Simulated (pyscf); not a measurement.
## Four-centre exchange: H₃Si–O–AsH₂ + hydrogen (H₂) → H₃Si–O–AsH₂ + hydrogen (H₂)

Gas phase, singlet surface, charge 0. Bonds broken: Si3–H9, H6–H10. Bonds formed: Si3–H6, H9–H10. Optimised with ωB97X-D3(BJ)/def2-SVP in PySCF.

Transition state (Å):

```xyz
10

As     0.1006     0.9353    -1.7499
O      0.5353     0.7144    -0.0248
Si    -0.3061    -0.0484     1.2137
H     -1.3902     0.5976    -1.6467
H      0.4151    -0.4859    -2.2206
H     -0.5618    -1.5284     1.9945
H     -1.5200    -0.4285     0.4331
H      0.7345     0.1776     2.2445
H     -1.4085     0.2067     2.4704
H     -1.1582    -0.8187     2.4978
```

One imaginary mode, 1456i cm⁻¹; descent along it reached the two sides named.

```json
[
 {"bond": "Si3–H9", "change": "breaks", "reactant side (Å)": "1.494", "saddle": "1.691", "product side": "3.1"},
 {"bond": "H6–H10", "change": "breaks", "reactant side (Å)": "0.760", "saddle": "1.055", "product side": "2.8"},
 {"bond": "Si3–H6", "change": "forms", "reactant side (Å)": "3.1", "saddle": "1.693", "product side": "1.494"},
 {"bond": "H9–H10", "change": "forms", "reactant side (Å)": "2.8", "saddle": "1.056", "product side": "0.760"}
]
```

Electronic energies relative to the separated reactants (kcal/mol):

```tsv
level	barrier	reaction energy	reverse barrier
ωB97X-D3(BJ)/def2-TZVP	58.6	0.0	58.6
PBE/def2-TZVP	47.1	0.0	47.1
r²SCAN/def2-TZVP	51.2	0.0	51.2
B3LYP-D3(BJ)/def2-TZVP	57.1	0.0	57.1
PBE0-D3(BJ)/def2-TZVP	51.4	0.0	51.4
M06-2X/def2-TZVP	60.0	0.0	60.0
ωB97M-D3(BJ)/def2-TZVP	56.6	0.0	56.6
HF/def2-TZVP	80.3	0.0	80.3
```

With ωB97M-D3(BJ)/def2-TZVP energies and thermal terms (ideal gas, 1 atm, RRHO with modes under 100 cm⁻¹ raised to 100, one conformer, R ln 2 for chiral ones without a mode under 150 cm⁻¹), in kcal/mol:

```tsv
T (K)	ΔH‡	ΔG‡	ΔH	ΔG
298	57.6	66.4	0.0	0.0
600	56.5	75.9	0.0	0.0
900	56.1	85.7	0.0	0.0
1200	56.3	95.5	0.0	0.0
```

At the saddle there is also a short H–Si contact that neither side keeps. The same reactants have a lower exit, to AsH₃ + HO–SiH₃ (barrier +49.9 kcal/mol at ωB97M-D3(BJ)/def2-TZVP, against +56.6 kcal/mol here). H₃Si–O–AsH₂ lies 10.7 kcal/mol over its isomer HO–SiH₂–AsH₂ (electronic energy, ωB97M-D3(BJ)/def2-TZVP). This is the saddle that the search found; another between the same sides may lie lower. Elements up to Kr have no core potential and no relativistic terms here.
